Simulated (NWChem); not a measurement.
CH₂Cl₂ cation, doublet; SMILES of the neutral closed-shell parent ClCCl

```xyz
5

Cl     1.4800     0.0000     0.1840
C      0.0000     0.0000    -0.6748
Cl    -1.4800     0.0000     0.1840
H      0.0000     0.8675    -1.3908
H      0.0000    -0.8675    -1.3908
```
Atoms are numbered in this order, from 1.

Computed with NWChem. Spin-unrestricted. In the optimisation the excess spin sits in b2 (C2v, its own frame). All runs use the structure optimised with PBE0/def2-SVP, spin-unrestricted. The spin multiplicity was typed, not searched, and may not be the lowest. No stability test was run on the SCF state. B3LYP is NWChem's, with the RPA form of VWN correlation. Vzz is the largest principal value of the second derivative of the potential at the nucleus (NWChem prints the opposite sign); η is the asymmetry. Non-relativistic.

Problem. What does the run give for B3LYP/def2-SVP? Quantities: Vzz Cl3 (a.u.); η Cl3.

Solution. 
| Property | Result |
|---|---|
| Vzz Cl3 (a.u.) | -3.026 |
| η Cl3 | 0.91 |
